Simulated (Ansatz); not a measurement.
CH$_{5}$AlO, closed shell: a trajectory.

Input (in.yaml):

```yaml
crystal:
  periodic: [false, false, false]
  atoms:
    - {symbol: Al, position_ang: [-1.193908, 0.757357, 0.141346]}
    - {symbol: C, position_ang: [0.832628, 0.072233, -0.392456]}
    - {symbol: H, position_ang: [-0.101832, 1.516197, -0.699030]}
    - {symbol: O, position_ang: [-1.741003, -0.583118, 1.033025]}
    - {symbol: H, position_ang: [1.208045, -0.113974, 0.622812]}
    - {symbol: H, position_ang: [0.551645, -0.862660, -0.896417]}
    - {symbol: H, position_ang: [1.617689, 0.559125, -0.971905]}
    - {symbol: H, position_ang: [-1.173364, -1.345159, 1.162625]}
basis:
  gaussian: {orbitals: def2-SVP}
hamiltonian: {xc: pbe0, dispersion: d4}
md: {n_steps: 60, timestep: 0.75, temperature: 700, ensemble: nvt_langevin, seed: 983, friction: 0.05, initial_velocities: maxwell_boltzmann}
```

Launched with

```bash
ansatz run in.yaml --threads 2 --pin off --events-out ev --progress --plain --max-ram 4352MiB
```

The run's output (Ansatz 0.2.0):

```
Functional definition: PBE0
  name "PBE0"
  cite "Adamo & Barone, J. Chem. Phys. 110, 6158 (1999) doi:10.1063/1.478522"
  cite "Perdew, Burke & Ernzerhof, Phys. Rev. Lett. 77, 3865 (1996) doi:10.1103/PhysRevLett.77.3865"
  parent pbe
  parameter a = 0.25
  parameter kappa = 0.804
  parameter beta = 0.06672455060314922
  exchange = (1 - a)*pbe_x(kappa = kappa, mu = beta*pi^2/3) + a*exact_x
  correlation = pbe_c(beta = beta)
745 factors; integrals over basis functions are off by at most 3.1e-4 eV
mean field evaluation 1: about -9738.1231 eV, gradient 6.8e1 eV
mean field evaluation 2: about -9715.2961 eV, gradient 1.1e2 eV
mean field evaluation 4: about -9749.0959 eV, gradient 5.2e0 eV
mean field evaluation 8: about -9749.1622 eV, gradient 3.0e-1 eV
mean field evaluation 16: about -9749.1625 eV, gradient 2.9e-5 eV
mean field -9749.16245979 eV, -358.2751121775 hartree, gradient 2.9e-5 eV, S^2 0.000000; 0 other end points of the search recorded, 0 dependent functions left out
the calculation of the forces begins
reference -9749.16248605 eV, -358.2751131425 hartree; 16, 16 occupied and 55, 55 virtual orbitals, 745 factors
md step     0: t =     0.00 fs  T =   612.5 K  F+E_penalty+E_count = -9749.25312232 eV  E_kin = 0.633374 eV  (25 SCF iters)
md step     1: t =     0.75 fs  T =   511.9 K  F+E_penalty+E_count = -9749.22600471 eV  E_kin = 0.529392 eV  (27 SCF iters, 3 dispersion substeps)
md step     2: t =     1.50 fs  T =   516.7 K  F+E_penalty+E_count = -9749.16158535 eV  E_kin = 0.534351 eV  (27 SCF iters, 3 dispersion substeps)
md step     3: t =     2.25 fs  T =   539.8 K  F+E_penalty+E_count = -9749.09309856 eV  E_kin = 0.558247 eV  (26 SCF iters, 3 dispersion substeps)
md step     4: t =     3.00 fs  T =   449.1 K  F+E_penalty+E_count = -9749.06190354 eV  E_kin = 0.464362 eV  (26 SCF iters, 3 dispersion substeps)
md step     5: t =     3.75 fs  T =   471.0 K  F+E_penalty+E_count = -9749.08575061 eV  E_kin = 0.487031 eV  (26 SCF iters, 3 dispersion substeps)
md step     6: t =     4.50 fs  T =   443.7 K  F+E_penalty+E_count = -9749.10528275 eV  E_kin = 0.458862 eV  (26 SCF iters, 3 dispersion substeps)
md step     7: t =     5.25 fs  T =   564.7 K  F+E_penalty+E_count = -9749.08536085 eV  E_kin = 0.583908 eV  (25 SCF iters, 3 dispersion substeps)
md step     8: t =     6.00 fs  T =   522.6 K  F+E_penalty+E_count = -9749.06614836 eV  E_kin = 0.540405 eV  (26 SCF iters, 3 dispersion substeps)
md step     9: t =     6.75 fs  T =   616.8 K  F+E_penalty+E_count = -9749.07737403 eV  E_kin = 0.637825 eV  (26 SCF iters, 3 dispersion substeps)
md step    10: t =     7.50 fs  T =   721.7 K  F+E_penalty+E_count = -9749.11782264 eV  E_kin = 0.746290 eV  (26 SCF iters, 3 dispersion substeps)
md step    11: t =     8.25 fs  T =   698.7 K  F+E_penalty+E_count = -9749.20001561 eV  E_kin = 0.722545 eV  (29 SCF iters, 3 dispersion substeps)
md step    12: t =     9.00 fs  T =   886.3 K  F+E_penalty+E_count = -9749.35225475 eV  E_kin = 0.916527 eV  (29 SCF iters, 3 dispersion substeps)
md step    13: t =     9.75 fs  T =   844.3 K  F+E_penalty+E_count = -9749.56158797 eV  E_kin = 0.873062 eV  (31 SCF iters, 3 dispersion substeps)
md step    14: t =    10.50 fs  T =  1156.9 K  F+E_penalty+E_count = -9749.82787937 eV  E_kin = 1.196316 eV  (29 SCF iters, 3 dispersion substeps)
md step    15: t =    11.25 fs  T =  1664.3 K  F+E_penalty+E_count = -9750.14641794 eV  E_kin = 1.721014 eV  (30 SCF iters, 3 dispersion substeps)
md step    16: t =    12.00 fs  T =  1802.7 K  F+E_penalty+E_count = -9750.45200957 eV  E_kin = 1.864089 eV  (29 SCF iters, 3 dispersion substeps)
md step    17: t =    12.75 fs  T =  2063.0 K  F+E_penalty+E_count = -9750.71202284 eV  E_kin = 2.133261 eV  (26 SCF iters, 3 dispersion substeps)
md step    18: t =    13.50 fs  T =  2067.5 K  F+E_penalty+E_count = -9750.92305094 eV  E_kin = 2.137909 eV  (24 SCF iters, 3 dispersion substeps)
md step    19: t =    14.25 fs  T =  2138.8 K  F+E_penalty+E_count = -9751.13470247 eV  E_kin = 2.211659 eV  (24 SCF iters, 3 dispersion substeps)
md step    20: t =    15.00 fs  T =  2380.1 K  F+E_penalty+E_count = -9751.34298200 eV  E_kin = 2.461223 eV  (24 SCF iters, 5 dispersion substeps)
md step    21: t =    15.75 fs  T =  2134.2 K  F+E_penalty+E_count = -9751.47498484 eV  E_kin = 2.206966 eV  (24 SCF iters, 5 dispersion substeps)
md step    22: t =    16.50 fs  T =  1842.4 K  F+E_penalty+E_count = -9751.51734340 eV  E_kin = 1.905212 eV  (24 SCF iters, 5 dispersion substeps)
md step    23: t =    17.25 fs  T =  1706.9 K  F+E_penalty+E_count = -9751.49868994 eV  E_kin = 1.765093 eV  (24 SCF iters, 5 dispersion substeps)
md step    24: t =    18.00 fs  T =  1869.5 K  F+E_penalty+E_count = -9751.45344444 eV  E_kin = 1.933228 eV  (24 SCF iters, 5 dispersion substeps)
md step    25: t =    18.75 fs  T =  1781.8 K  F+E_penalty+E_count = -9751.41062053 eV  E_kin = 1.842501 eV  (23 SCF iters, 5 dispersion substeps)
md step    26: t =    19.50 fs  T =  1595.0 K  F+E_penalty+E_count = -9751.41745675 eV  E_kin = 1.649324 eV  (24 SCF iters, 5 dispersion substeps)
md step    27: t =    20.25 fs  T =  1542.3 K  F+E_penalty+E_count = -9751.47468573 eV  E_kin = 1.594810 eV  (24 SCF iters, 5 dispersion substeps)
md step    28: t =    21.00 fs  T =  1444.7 K  F+E_penalty+E_count = -9751.54491990 eV  E_kin = 1.493986 eV  (24 SCF iters, 5 dispersion substeps)
md step    29: t =    21.75 fs  T =  1369.2 K  F+E_penalty+E_count = -9751.62853548 eV  E_kin = 1.415903 eV  (24 SCF iters, 5 dispersion substeps)
md step    30: t =    22.50 fs  T =  1156.0 K  F+E_penalty+E_count = -9751.71836576 eV  E_kin = 1.195413 eV  (24 SCF iters, 5 dispersion substeps)
md step    31: t =    23.25 fs  T =  1152.9 K  F+E_penalty+E_count = -9751.80480882 eV  E_kin = 1.192215 eV  (24 SCF iters, 5 dispersion substeps)
md step    32: t =    24.00 fs  T =  1284.3 K  F+E_penalty+E_count = -9751.87947974 eV  E_kin = 1.328065 eV  (24 SCF iters, 5 dispersion substeps)
md step    33: t =    24.75 fs  T =  1211.2 K  F+E_penalty+E_count = -9751.95507149 eV  E_kin = 1.252451 eV  (24 SCF iters, 3 dispersion substeps)
md step    34: t =    25.50 fs  T =  1114.4 K  F+E_penalty+E_count = -9752.04816919 eV  E_kin = 1.152366 eV  (23 SCF iters, 3 dispersion substeps)
md step    35: t =    26.25 fs  T =  1150.9 K  F+E_penalty+E_count = -9752.15097987 eV  E_kin = 1.190076 eV  (23 SCF iters, 3 dispersion substeps)
md step    36: t =    27.00 fs  T =  1166.3 K  F+E_penalty+E_count = -9752.20843532 eV  E_kin = 1.206021 eV  (24 SCF iters, 3 dispersion substeps)
md step    37: t =    27.75 fs  T =  1252.0 K  F+E_penalty+E_count = -9752.17619855 eV  E_kin = 1.294678 eV  (23 SCF iters, 3 dispersion substeps)
md step    38: t =    28.50 fs  T =  1297.6 K  F+E_penalty+E_count = -9752.06199826 eV  E_kin = 1.341856 eV  (24 SCF iters, 3 dispersion substeps)
md step    39: t =    29.25 fs  T =  1080.0 K  F+E_penalty+E_count = -9751.91189918 eV  E_kin = 1.116839 eV  (23 SCF iters, 3 dispersion substeps)
md step    40: t =    30.00 fs  T =   997.1 K  F+E_penalty+E_count = -9751.79191789 eV  E_kin = 1.031075 eV  (23 SCF iters, 3 dispersion substeps)
md step    41: t =    30.75 fs  T =   939.9 K  F+E_penalty+E_count = -9751.72160000 eV  E_kin = 0.971919 eV  (23 SCF iters, 3 dispersion substeps)
md step    42: t =    31.50 fs  T =   741.1 K  F+E_penalty+E_count = -9751.68214561 eV  E_kin = 0.766354 eV  (24 SCF iters, 3 dispersion substeps)
md step    43: t =    32.25 fs  T =   752.8 K  F+E_penalty+E_count = -9751.64734461 eV  E_kin = 0.778440 eV  (23 SCF iters, 3 dispersion substeps)
md step    44: t =    33.00 fs  T =   590.3 K  F+E_penalty+E_count = -9751.62844301 eV  E_kin = 0.610433 eV  (23 SCF iters, 3 dispersion substeps)
md step    45: t =    33.75 fs  T =   735.8 K  F+E_penalty+E_count = -9751.62449992 eV  E_kin = 0.760869 eV  (24 SCF iters, 3 dispersion substeps)
md step    46: t =    34.50 fs  T =   751.6 K  F+E_penalty+E_count = -9751.60331066 eV  E_kin = 0.777216 eV  (23 SCF iters, 3 dispersion substeps)
md step    47: t =    35.25 fs  T =   707.8 K  F+E_penalty+E_count = -9751.58919666 eV  E_kin = 0.731891 eV  (23 SCF iters, 3 dispersion substeps)
md step    48: t =    36.00 fs  T =   730.5 K  F+E_penalty+E_count = -9751.60911146 eV  E_kin = 0.755351 eV  (24 SCF iters, 3 dispersion substeps)
md step    49: t =    36.75 fs  T =   741.8 K  F+E_penalty+E_count = -9751.65140588 eV  E_kin = 0.767095 eV  (24 SCF iters, 3 dispersion substeps)
md step    50: t =    37.50 fs  T =   781.6 K  F+E_penalty+E_count = -9751.68534290 eV  E_kin = 0.808216 eV  (24 SCF iters, 3 dispersion substeps)
md step    51: t =    38.25 fs  T =   791.6 K  F+E_penalty+E_count = -9751.68718670 eV  E_kin = 0.818561 eV  (24 SCF iters, 3 dispersion substeps)
md step    52: t =    39.00 fs  T =   681.2 K  F+E_penalty+E_count = -9751.66234355 eV  E_kin = 0.704379 eV  (24 SCF iters, 3 dispersion substeps)
md step    53: t =    39.75 fs  T =   619.4 K  F+E_penalty+E_count = -9751.65958277 eV  E_kin = 0.640549 eV  (23 SCF iters, 3 dispersion substeps)
md step    54: t =    40.50 fs  T =   819.1 K  F+E_penalty+E_count = -9751.72419436 eV  E_kin = 0.846988 eV  (24 SCF iters, 3 dispersion substeps)
md step    55: t =    41.25 fs  T =   723.7 K  F+E_penalty+E_count = -9751.85182608 eV  E_kin = 0.748335 eV  (23 SCF iters, 3 dispersion substeps)
md step    56: t =    42.00 fs  T =   794.9 K  F+E_penalty+E_count = -9751.99748452 eV  E_kin = 0.822039 eV  (24 SCF iters, 3 dispersion substeps)
md step    57: t =    42.75 fs  T =  1088.5 K  F+E_penalty+E_count = -9752.11416206 eV  E_kin = 1.125638 eV  (23 SCF iters, 3 dispersion substeps)
md step    58: t =    43.50 fs  T =  1090.8 K  F+E_penalty+E_count = -9752.18846872 eV  E_kin = 1.127945 eV  (23 SCF iters, 3 dispersion substeps)
md step    59: t =    44.25 fs  T =  1003.5 K  F+E_penalty+E_count = -9752.22681439 eV  E_kin = 1.037681 eV  (23 SCF iters, 3 dispersion substeps)
md step    60: t =    45.00 fs  T =  1052.1 K  F+E_penalty+E_count = -9752.26445485 eV  E_kin = 1.087948 eV  (24 SCF iters, 3 dispersion substeps)
Total energy: -9752.26448165 eV, -358.3891093784 hartree
Atom 0 at    -1.134927     0.755589     0.110366 Å, force    -0.050952     1.587342    -1.029161 eV/Å
Atom 1 at     0.661653     0.330808    -0.645940 Å, force    -1.798948    -3.341317     0.349507 eV/Å
Atom 2 at    -2.191021     2.011241     0.016507 Å, force     0.661788    -0.383816    -0.185733 eV/Å
Atom 3 at    -1.796935    -0.386673     1.155311 Å, force     0.366034    -0.996449     0.464562 eV/Å
Atom 4 at     1.097740    -0.135834     0.257729 Å, force     0.435932     0.376886     0.199973 eV/Å
Atom 5 at     0.572407    -0.681892    -1.267687 Å, force     0.115241     2.214702     0.566558 eV/Å
Atom 6 at     1.346602     1.029829    -1.060457 Å, force     0.709917     0.781771    -0.679355 eV/Å
Atom 7 at    -1.142142    -1.087214     1.278829 Å, force    -0.439011    -0.239119     0.313648 eV/Å
Dipole moment:     0.454160    -0.195211    -0.103216 e Å

[the SCF lines of later steps are left out]
```

The run took about 64 s on 2 CPU threads of an Arm Neoverse V1 (shared host).
